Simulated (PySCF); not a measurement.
Compound: thionylimide, HNOS.
Numbering: `[NH:1]=[S:2]=[O:3]` (hydrogens: H4 on N1)

Geometry (PBE0-D3(BJ)/def2-SVP, Å), atoms numbered from 1 in this order:
```
atom  x, y, z in Å
N1    -0.4387    0.3773   -1.3143
S2    -0.0894   -0.9267   -0.6061
O3    -1.0857   -2.0076   -0.5478
H4    -1.3849    0.4127   -1.7166
```

Computed, not measured: PySCF 2.14.0, PBE0-D3(BJ)/def2-SVP geometry optimisation, gas phase.

Masses are those of the commonest isotopes; rigid-rotor values at the optimised geometry. 

Question: Give the principal moments of inertia and the rotational constants in GHz.

Answer: Ia = 10.77, Ib = 51.64, Ic = 62.41 u·Å²; 505379 MHz·u·Å²/I gives 46925, 9786 and 8097 MHz, that is A = 46.925, B = 9.7856, C = 8.0971 GHz.

Question: Classify the top.

Answer: A near-prolate asymmetric top. Ray's parameter κ = (2B − A − C)/(A − C) = -0.913; −1 is the prolate and +1 the oblate limit.

Question: Is it planar, by Δ = Ic − Ia − Ib?

Answer: Planar: Δ = Ic − Ia − Ib = 0.00 u·Å². For a rigid frame Δ = −2 Σ m c², so it vanishes when all atoms lie in the ab plane; here none is more than 0.01 Å from it.

Question: List the rotational levels J(Ka,Kc) to J = 3 (K).

Answer: Above 0(0,0), as E/k:
J = 1: 1(0,1) 0.858, 1(1,1) 2.641, 1(1,0) 2.722
J = 2: 2(0,2) 2.572, 2(1,2) 4.276, 2(1,1) 4.519, 2(2,1) 9.866, 2(2,0) 9.869
J = 3: 3(0,3) 5.136, 3(1,3) 6.728, 3(1,2) 7.214, 3(2,2) 12.441, 3(2,1) 12.455, 3(3,1) 21.557, 3(3,0) 21.557
Those of J = 1 are B + C, A + C and A + B.

Question: Predict some low-J microwave lines.

Answer: The dipole components are |μa| = 0.78 D, |μb| = 0.10 D, |μc| = 0.00 D; the mirror of this Cs structure is the ab plane, so μc vanishes by symmetry and there are no c-type lines. The squared components, which scale the intensities, stand as 1.00 : 0.02 (a : b). Some lines, for components of 0.1 D or more:

```json
{"type": "a", "branch": "Q", "J(Ka,Kc)": "1(1,0) ← 1(1,1)", "MHz": "1689", "lower level (cm⁻¹)": "1.835"}
{"type": "b", "branch": "Q", "J(Ka,Kc)": "1(1,0) ← 1(0,1)", "MHz": "38828", "lower level (cm⁻¹)": "0.597"}
{"type": "b", "branch": "R", "J(Ka,Kc)": "2(1,2) ← 1(0,1)", "MHz": "71216", "lower level (cm⁻¹)": "0.597"}
{"type": "b", "branch": "R", "J(Ka,Kc)": "3(1,3) ← 2(0,2)", "MHz": "86588", "lower level (cm⁻¹)": "1.788"}
{"type": "a", "branch": "R", "J(Ka,Kc)": "5(4,1) ← 4(4,0)", "MHz": "89539", "lower level (cm⁻¹)": "26.238"}
{"type": "b", "branch": "R", "J(Ka,Kc)": "5(1,5) ← 4(0,4)", "MHz": "115195", "lower level (cm⁻¹)": "5.937"}
{"type": "b", "branch": "Q", "J(Ka,Kc)": "4(2,3) ← 4(1,4)", "MHz": "122493", "lower level (cm⁻¹)": "6.946"}
{"type": "b", "branch": "R", "J(Ka,Kc)": "3(2,2) ← 2(1,1)", "MHz": "165066", "lower level (cm⁻¹)": "3.141"}
{"type": "b", "branch": "Q", "J(Ka,Kc)": "3(3,1) ← 3(2,2)", "MHz": "189952", "lower level (cm⁻¹)": "8.647"}
{"type": "b", "branch": "R", "J(Ka,Kc)": "5(2,3) ← 4(1,4)", "MHz": "213729", "lower level (cm⁻¹)": "6.946"}
{"type": "b", "branch": "R", "J(Ka,Kc)": "3(3,1) ← 2(2,0)", "MHz": "243544", "lower level (cm⁻¹)": "6.859"}
{"type": "b", "branch": "Q", "J(Ka,Kc)": "5(5,1) ← 5(4,2)", "MHz": "341736", "lower level (cm⁻¹)": "29.225"}
```

Question: Estimate the classical rotational partition function at 50 K, 200 K and 298.15 K.

Answer: Point group Cs, symmetry number σ = 1; q = (√π/σ)·√((kT/h)³/(ABC)), k/h = 20836.6 MHz/K: 977 at 50 K, 7820 at 200 K, 14200 at 298.15 K.

Stationary, but not proved a minimum. Zero-point vibration and centrifugal distortion are left out. Quadrupole hyperfine structure (14N) is left out.
